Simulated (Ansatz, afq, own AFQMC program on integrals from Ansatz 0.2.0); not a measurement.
AFQMC on a folder of integrals that Ansatz 0.2.0 wrote.

```yaml
crystal:
  periodic: [false, false, false]
  atoms:
    - {symbol: Al, position_ang: [0.000000, 0.000000, 0.095251]}
    - {symbol: Al, position_ang: [0.000000, 0.000000, -1.773749]}
    - {symbol: H, position_ang: [0.000000, 0.000000, 1.678498]}
basis:
  gaussian: {orbitals: 6-31G}
magnetization: {spin_polarized: true, initial_magnetization: 3}
correlation: {method: ccsd_t, electrons: outside_noble_gas, hamiltonian_folder: ham}
```

```sh
$ ansatz run in.yaml --threads 1 --pin off --events-out ev --progress --plain --max-ram 16896MiB --backend cuda --devices 0, --max-vram 18GiB
```

Options of the walk:

```
--method phaseless --trial cisd --walkers 40 --populations 1 --least-time 40 --time-step 0.02 --steps-per-block 10 --equilibration-blocks 50 --max-blocks 200 --target-error 0.00064 --factor-cut 1e-06 --start determinant --seed 5129 --release-times 0.3,0.6,0.9,1.2 --release-step 0.1 --release-every 5 --taylor-order 6
```

Times are imaginary, in 1/Eh. The walk had a cap of 60 s.

Log:

```
orbitals 18  electrons 5 2  factors 121 of 308
reference energy -484.19520594 Eh
CCSD correlation -0.05956105 Eh in 11 cycles, weight of the determinant in the CISD state 0.9283
energy of the start -484.254769 Eh
 block  time / (1/Eh)  mean weight  energy / Eh
     1     0.200  1.0032  -484.254535
     2     0.400  1.0058  -484.254478
     3     0.600  0.9980  -484.254505
     4     0.800  1.0013  -484.254881
     5     1.000  0.9994  -484.255181
    10     2.000  0.9959  -484.255768
    37     7.400  1.0037  -484.255953
    67    13.400  1.0005  -484.256320
    97    19.400  1.0044  -484.255713
   103    20.600  0.9986  -484.254963
   127    25.400  1.0000  -484.255889
   157    31.400  0.9982  -484.257528
   175    35.000  1.0035  -484.259516
   187    37.400  1.0036  -484.259045
   217    43.400  1.0031  -484.256078
   247    49.400  0.9978  -484.256989
blocks merged  error / Eh  count
     1  0.000071  200
     2  0.000093  100
     4  0.000122  50
     8  0.000153  25
    16  0.000170  12
released: time / (1/Eh)  energy / Eh  error  mean overlap
  0.30  -484.256395  0.000108  1.0022
  0.60  -484.256596  0.000110  0.9931
  0.90  -484.256517  0.000108  0.9989
  1.20  -484.256676  0.000118  0.9952
energy -484.256497 +/- 0.000153 Eh
(rows thinned)
```

The run failed at least one of its tests; the cautions name the faults. The second half of the sampling lies below the first by 2.6 errors of their difference, so the energy may still be moving and its error bar be too small.

Against this walk (error 4.2 meV) on the same determinant: CCSD(T) 13.4 meV higher, CCSDT(Q) 3.6 meV lower (within the noise), CCSDTQ 4.4 meV lower (within the noise), full CI 4.5 meV lower (within the noise), a separate phaseless walk with a CISD trial and standard settings 1.7 ± 4.3 meV higher (within the noise). The error is statistical and leaves out the bias of the constraint. Released to 1.20 1/Eh the energy moves by -5 ± 5 meV (both errors), within twice the noise.

Cautions: constraint bias not in the error; error not settled; lower spins were not checked; the time-step error isn't removed.

The walk took 10 s on 1 × NVIDIA H100 80GB HBM3 with 2 threads of AMD EPYC 7R13 Processor (Zen 3), with other jobs on the host (the card was shared). The log's last line is the phaseless energy.

CCSDT and higher add their correlation energy to the determinant of the CCSD(T) run, since their own runs factorise the integrals more tightly (a shift of under 2 meV). A walk keeps the symmetry of its determinant, which the program's search chose and which needn't be the lowest solution, so a lower state of the same spin and another symmetry isn't excluded.
